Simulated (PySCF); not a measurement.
# Structure revision by computed shifts

A compound C5H10O gives the data below (simulated from a calculation) and was assigned the structure `C1CCOCC1`.

¹³C{¹H} NMR (computed): δ 61.8 (CH), 60.3 (CH3), 15.7 (CH), 14.1 (CH3), 12.0 (CH2).

¹H NMR (300 MHz, computed): δ 3.47 (s, 3H), 3.07 (m, 1H), 1.21 (d, 3H), 0.86 (m, 1H), 0.35 (m, 1H), -0.04 (m, 1H).

PySCF 2.14.0 with density-fitted response routines calculation with coordinates at the GFN2-xTB level and NMR shieldings at PBE0/pcSseg-1/GIAO; single conformer, non-relativistic Hamiltonian, no solvent model, rapidly exchanging positions averaged.

Chemical shifts δ = σref − σ; TMS for ¹H, ¹³C, all at this level.

Q: Compare with the shifts computed for the proposed structure, pairing carbons in order of shift.

A: Atoms are numbered as in `[CH2:1]1[CH2:2][CH2:3][O:4][CH2:5][CH2:6]1`. Each H is labelled by its parent atom.

```
atom  computed for proposal  given list  difference
  C3                   72.2        61.8       +10.4
  C5                   72.2        60.3       +11.9
  C2                   30.5        15.7       +14.8
  C6                   30.5        14.1       +16.4
  C1                   27.6        12.0       +15.6
```

The rms difference is 14.0 ppm and the largest +16.4 ppm at C6 (sp3 CH2 in a ring). The proposal also would give 3 carbon signals, not 5. The carbon types in order of shift don't match either: CH2, CH2, CH2, CH2, CH2 for the proposal against CH, CH3, CH, CH3, CH2 in the data. The proposal doesn't fit.

Q: Which isomer fits?

A: `CO[C@@H]1C[C@@H]1C`.

1. Carbon types of the structure: 2 × CH, 1 × CH2, 2 × CH3, which accounts for all hydrogens.
2. δC 61.8, 15.7, 12.0: three-membered-ring carbon.
3. δC 60.3: methyl carbon bonded to O; deshielded by the electronegative neighbour.
4. δH 3.47: hydrogen on a methyl carbon bonded to O; its carbon carries O, hence the downfield position.
5. δH 1.21: hydrogen on a methyl carbon; far from electronegative atoms and π systems.

Other isomers checked: CC1(C)COC1 (rms 20.5 ppm); C/C=C(\C)OC (rms 50.2 ppm).

The data come from this structure; uniqueness wasn't tested.

Shifts are as computed. Against solution values, carbons near 30 ppm lie about +3 ppm off and those near 130 ppm about +5 ppm. Of 1211 compounds with measured shifts, 218 miss one by over three times the rms of a fit or turn the order of signals round; such compounds aren't used in these exercises. Multiplicities follow the n + 1 count of equivalent neighbours, as no J values were calculated; m marks all less simple cases, F and P coupling included.
